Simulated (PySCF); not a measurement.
CH2F (doublet state).
Structure used (GFN2-xTB), in Å, numbered top down from 1:
```
atom  x, y, z in Å
C1    -0.0946    0.0041    0.0783
F2     1.2337   -0.0350   -0.0156
H3    -0.5925   -0.9366   -0.0426
H4    -0.5364    0.9722   -0.0430
```

Identity: `[CH2]F` [radical].

Level of theory: PySCF 2.14.0, UKS B3LYP, pcH-1 on C F H, non-relativistic, mean-field spin-orbit, GIAO. Geometry: GFN2-xTB; no solvent, vibrations or thermal averaging. The geometry wasn't refined by DFT: couplings that depend on bond lengths, twists or pyramidal angles can differ widely from those at the functional's own minimum.

Largest spin populations (Mulliken): C1 (+1.00) and F2 (+0.08). No atom but C1 exceeds +0.15. The angles at C1 add up to 357.0°, so it is nearly planar; its axial dipolar tensor and the negative couplings of its protons fit spin in a p orbital normal to that plane.

(1) Find Q in a(H) = Q·ρ(C) for the protons on the planar carbons that carry spin.

Results:

(1) 
| H | C | ρ(C) | a(H) (G) | a/ρ (G) |
| --- | --- | --- | --- | --- |
| H3 | C1 | +1.002 | -21.19 | -21.2 |
| H4 | C1 | +1.002 | -21.19 | -21.2 |

These protons share one ρ (within 0.01), so their mean ratio, Q = -21.2 G, is no test of linearity. In every row coupling and population have opposite signs.

Couplings in gauss use g_iso = 2.0040.
